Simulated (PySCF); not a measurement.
Molecule: 1,2-Butadiene (C=C=CC, C4H6).

Geometry:
| atom | x (Å) | y (Å) | z (Å) |
| --- | --- | --- | --- |
| C1 | 2.087 | 0.282 | -0.177 |
| C2 | 0.861 | -0.175 | -0.167 |
| C3 | -0.369 | -0.627 | -0.154 |
| C4 | -1.580 | 0.158 | 0.253 |
| H5 | 2.735 | 0.196 | 0.703 |
| H6 | 2.508 | 0.764 | -1.066 |
| H7 | -0.529 | -1.668 | -0.468 |
| H8 | -2.308 | 0.212 | -0.573 |
| H9 | -2.092 | -0.325 | 1.101 |
| H10 | -1.315 | 1.183 | 0.548 |

Spin–spin couplings on one PBE0-D3(BJ)/def2-SVP geometry, PySCF 2.14.0 with density-fitted response routines, gas phase, non-relativistic, equivalent pairs averaged (without the spin–dipole term); isotopes 13C, 1H; basis pcJ-1.

Task: How do the couplings (Hz) change with the functional? Times are CPU seconds on 1 thread of an x86-64 server CPU, shared host.

Result: 
```tsv
functional	functions	1J(C1,H5)	1J(C3,H7)	1J(C4,H8)	1J(C2,C3)	1J(C1,C2)	1J(C3,C4)	2J(C1,C3)	core-s
LDA	168	137.4	129.0	102.7	90.7	88.2	30.8	9.8	6.9
PBE	168	163.1	153.5	123.6	103.0	101.1	41.7	9.5	9.8
KT2	168	176.8	165.2	130.3	89.4	87.7	32.6	7.9	9.4
B3LYP	168	178.9	168.1	135.6	112.2	110.9	49.4	8.7	11
PBE0	168	169.9	160.4	128.0	109.4	107.6	47.8	7.5	8.3
B97-2	168	162.3	152.5	122.2	107.5	106.5	47.1	7.5	8
BHandHLYP	168	195.2	184.2	146.4	127.1	126.0	60.8	3.5	9.5
CAM-B3LYP	168	176.6	166.3	133.1	110.7	109.3	49.4	9.1	11
``` Left out for a near triplet instability: HF/pcJ-1.
